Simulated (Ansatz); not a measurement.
**CH₅NS: ionisation energy by level of theory**

Aim: the vertical ionisation energy of CH₅NS, as cation minus neutral at the neutral's geometry, on several levels, and how well −ε(HOMO) stands in for it.

Program: Ansatz 0.2.0, Gaussian basis. Level of theory: unrestricted cation, the program's frozen cores in correlated methods. These are calculated values, not measurements.

Plan: UKS PBE-D4/def2-TZVPP; UKS r2SCAN-D4/def2-TZVPP; UKS PBE0-D4/def2-TZVPP; UKS B3LYP-D4/def2-TZVPP; UKS wB97X-V/def2-TZVPP; UKS wB97M-V/def2-TZVPP; UKS B2PLYP/def2-TZVPP; UHF-CCSD(T)/def2-TZVPP; UHF-MP2/def2-QZVPP; extrapolation to the limit; then −ε(HOMO) from the neutral's earlier runs with LDA (SPW92), PBE-D4, revPBE-D4, BLYP-D4, r2SCAN-D4, B97M-V, PBE0-D4, B3LYP-D4, r2SCANh-D4, r2SCAN0-D4, HSE06-D4, BHLYP-D4, CAM-B3LYP-D4, LC-ωPBE, ωB97X-V, ωB97M-V.

### 1 Structure used throughout

An earlier PBE0-D4 in a triple-zeta def2 set relaxation fixed the geometry.

SMILES `NCS`, 8 atoms, charge 0, spin multiplicity 1.

Atoms are counted from 1 here; the program's logs count them from 0.

Bond lengths: N1–C2 1.444 Å, N1–H4 1.014 Å, N1–H5 1.012 Å, C2–S3 1.811 Å, C2–H6 1.092 Å, C2–H7 1.097 Å, S3–H8 1.342 Å. Angles: C2–N1–H4 110.4°, C2–N1–H5 111.0°, H4–N1–H5 107.9°, N1–C2–S3 112.7°, N1–C2–H6 108.7°, N1–C2–H7 115.6°, S3–C2–H6 104.7°, S3–C2–H7 107.2°, H6–C2–H7 107.3°, C2–S3–H8 96.7°.

### 2 Cation, UKS PBE-D4/def2-TZVPP

Contents of in.yaml:

```yaml
crystal:
  periodic: [false, false, false]
  atoms:
    - {symbol: N, position_ang: [-0.780080, 0.804903, -0.107002]}
    - {symbol: C, position_ang: [0.493676, 0.138709, 0.034802]}
    - {symbol: S, position_ang: [0.452454, -1.195699, 1.257794]}
    - {symbol: H, position_ang: [-0.699463, 1.590112, -0.743037]}
    - {symbol: H, position_ang: [-1.478857, 0.174425, -0.479147]}
    - {symbol: H, position_ang: [1.219924, 0.853165, 0.428740]}
    - {symbol: H, position_ang: [0.915315, -0.278522, -0.887686]}
    - {symbol: H, position_ang: [-0.030669, -2.144095, 0.439736]}
basis:
  gaussian: {orbitals: def2-TZVPP}
total_charge: 1
magnetization: {spin_polarized: true, initial_magnetization: 1}
hamiltonian: {xc: pbe, dispersion: d4}
```

The run is started by

```sh
> ansatz run in.yaml --threads 2 --pin off --events-out ev --progress --plain --max-ram 4352MiB
```

After this run come: Cation, UKS r2SCAN-D4/def2-TZVPP; Cation, UKS PBE0-D4/def2-TZVPP; Cation, UKS B3LYP-D4/def2-TZVPP; Cation, UKS wB97X-V/def2-TZVPP; Cation, UKS wB97M-V/def2-TZVPP; Cation, UKS B2PLYP (frozen core)/def2-TZVPP; Cation, UHF-CCSD(T)/def2-TZVPP; Cation, UHF-MP2/def2-QZVPP.

**Question.** What will the summary of the whole plan be? Wanted: ionisation energy, CCSD(T)/CBS; nearest functional by difference; nearest −ε(HOMO); −ε(HOMO) of PBE; T1 of the cation.

**Answer**, as computed:

```
                        quantity               value
  ionisation energy, CCSD(T)/CBS             9.63 eV
nearest functional by difference  ωB97M-V (-0.15 eV)
                nearest −ε(HOMO)  LC-ωPBE (+0.10 eV)
                 −ε(HOMO) of PBE             5.66 eV
                T1 of the cation               0.013
```

In words: By cation minus neutral, the functionals miss by 0.64 eV at most. The PBE orbital energy is 4.0 eV too small: a semilocal HOMO is no ionisation energy. Among orbital estimates LC-ωPBE comes nearest. Hartree-Fock falls 1.34 eV short, as the neutral has more correlation energy than the cation. The cation may have settled in a state other than its lowest; no search over hole states beyond the program's own was made.
